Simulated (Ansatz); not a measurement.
# BH4NSi: how energies converge with the basis set

The task here is to estimate one member of a computed series from the others.

Computed with Ansatz 0.2.0, Gaussian basis. Level: one geometry, several basis sets.

Plan: PBE0-D4/def2-SVP; ωB97M-V/def2-SVP; PBE0-D4/def2-QZVPP; ωB97M-V/def2-QZVPP; the functionals' def2-TZVPP values are taken from earlier runs.

## The relaxed structure

All runs share one geometry, relaxed beforehand with PBE0-D4 in a triple-zeta def2 set.

SMILES `B1N[SiH2]1`, 7 atoms, charge 0, spin multiplicity 1.

Atoms are counted from 1 here; the program's logs count them from 0.

Bond lengths: B1–N2 1.377 Å, B1–Si3 1.929 Å, B1–H4 1.188 Å, N2–Si3 1.756 Å, N2–H5 1.009 Å, Si3–H6 1.485 Å, Si3–H7 1.485 Å. Angles: N2–B1–Si3 61.5°, N2–B1–H4 136.4°, Si3–B1–H4 162.0°, B1–N2–Si3 74.9°, B1–N2–H5 137.5°, Si3–N2–H5 147.6°, B1–Si3–N2 43.6°, B1–Si3–H6 125.2°, B1–Si3–H7 125.2°, N2–Si3–H6 115.1°, N2–Si3–H7 115.1°, H6–Si3–H7 109.6°.

The first run:

Input file in.yaml:

```yaml
crystal:
  periodic: [false, false, false]
  atoms:
    - {symbol: B, position_ang: [-0.969556, -0.542007, -0.276497]}
    - {symbol: N, position_ang: [0.011943, 0.233586, -0.852387]}
    - {symbol: Si, position_ang: [0.495361, 0.055668, 0.826435]}
    - {symbol: H, position_ang: [-1.973670, -1.065227, -0.634500]}
    - {symbol: H, position_ang: [0.216656, 0.620375, -1.761158]}
    - {symbol: H, position_ang: [0.516608, 1.316260, 1.611976]}
    - {symbol: H, position_ang: [1.764057, -0.686756, 1.040530]}
basis:
  gaussian: {orbitals: def2-SVP}
hamiltonian: {xc: pbe0, dispersion: d4}
output: {orbitals: {seedname: orbitals}}
```

Started as:

```bash
> ansatz run in.yaml --threads 2 --pin off --events-out ev --progress --plain --max-ram 4352MiB
```

Among the steps run: PBE0-D4 in def2-SVP; ωB97M-V in def2-SVP; PBE0-D4 in def2-QZVPP; ωB97M-V in def2-QZVPP.

One table of the session follows, with a row left open; its other results are not shown here.

| functional | basis | HOMO (eV) | LUMO (eV) |
| --- | --- | --- | --- |
| PBE0-D4 | def2-SVP | -7.05 | -0.06 |
| PBE0-D4 | def2-TZVPP | -7.06 | -0.32 |
| PBE0-D4 | def2-QZVPP | -7.07 | -0.40 |
| ωB97M-V | def2-SVP | ? | ? |
| ωB97M-V | def2-TZVPP | -9.15 | 1.56 |
| ωB97M-V | def2-QZVPP | -9.16 | 1.23 |

**Question.** Estimate the row for ωB97M-V, def2-SVP.

The run gave: HOMO (eV): -9.11; LUMO (eV): 2.08. In the column «HOMO (eV)» it lies between ωB97M-V, def2-TZVPP (-9.15) and PBE0-D4, def2-QZVPP (-7.07).
